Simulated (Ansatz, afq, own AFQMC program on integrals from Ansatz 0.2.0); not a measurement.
## AFQMC, coupled cluster and functionals along a coordinate of H$_{2}$ + Cl, doublet

```xyz
3

H     0.0000    0.0000   -1.1410
H     0.0000    0.0000   -0.3960
Cl    0.0000    0.0000    1.5370
```

A hydrogen atom is moved from one rigid fragment to the other; the H1–H2 distance tells how far. The two fragments are held close together, so this isn't a minimum-energy path and the start is a compressed complex. Energies in eV count from this geometry (0.745 Å) at the same level; the start stands on UHF, each point on the determinant named.

Basis cc-pVTZ. Noble-gas cores (and the filled d shells of Ga–Kr and In–Xe) are frozen. Ansatz 0.2.0 and our own AFQMC program on the same integrals; the CISD trial comes from CCSD amplitudes, and released means the phaseless constraint is let go. ± is one standard error of the sampling.

Cautions, each for one point or more: unrestricted determinant slightly spin contaminated.

```json
{"r(H1–H2) / Å": "0.912", "det.": "UHF", "T1": "0.017", "weight": "0.90", "⟨S²⟩": "0.79", "B3LYP": "0.169", "B2PLYP": "0.226", "CCSD(T)": "0.272"}
{"r(H1–H2) / Å": "0.995", "det.": "UHF", "T1": "0.020", "weight": "0.90", "⟨S²⟩": "0.82", "B3LYP": "0.297", "B2PLYP": "0.365", "CCSD(T)": "0.432"}
{"r(H1–H2) / Å": "1.078", "det.": "UHF", "T1": "0.020", "weight": "0.90", "⟨S²⟩": "0.82", "B3LYP": "0.367", "B2PLYP": "0.423", "CCSD(T)": "0.496"}
{"r(H1–H2) / Å": "1.161", "det.": "UHF", "T1": "0.017", "weight": "0.90", "⟨S²⟩": "0.80", "B3LYP": "0.359", "B2PLYP": "0.382", "CCSD(T)": "0.444"}
{"r(H1–H2) / Å": "1.328", "det.": "UHF", "T1": "0.010", "weight": "0.91", "⟨S²⟩": "0.76", "B3LYP": "0.234", "B2PLYP": "0.175", "CCSD(T)": "0.187"}
```

Q: Estimate the curve of CCSDT(Q), counted from the same start.

A: 
```tsv
r(H1–H2) / Å	det.	T1	weight	⟨S²⟩	CCSDT(Q)	ph-AFQMC/CISD	released AFQMC
0.912	UHF	0.017	0.90	0.79	0.268	0.267 ± 0.003	0.273 ± 0.004
0.995	UHF	0.020	0.90	0.82	0.425	0.423 ± 0.004	–
1.078	UHF	0.020	0.90	0.82	0.489	0.483 ± 0.003	0.488 ± 0.004
1.161	UHF	0.017	0.90	0.80	0.439	0.433 ± 0.005	0.445 ± 0.004
1.328	UHF	0.010	0.91	0.76	0.187	0.178 ± 0.003	0.186 ± 0.004
```

Weight is that of the determinant in the CISD state; at the start T1 is 0.011 and the weight 0.91, and ⟨S²⟩ is 0.76. A dash marks a missing value, a released energy that hasn't settled or a functional that sits on another state. Largest departures from CCSDT(Q), at the points where its series has closed: CCSD(T) 0.007 eV at 1.078 (on UHF), ph-AFQMC/CISD -0.009 eV at 1.328 (on UHF), released AFQMC 0.006 eV at 1.161 (on UHF) (within the noise), B3LYP -0.128 eV at 0.995, B2PLYP -0.066 eV at 1.078. Functionals count only at points shown to share the start's state and spin.

A walk keeps the symmetry of its determinant, which the program's search chose and which needn't be the lowest solution, so a lower state of the same spin and another symmetry isn't excluded. Released energies are given only where the last usable release times agree within the noise; a slower fall can still hide under it.
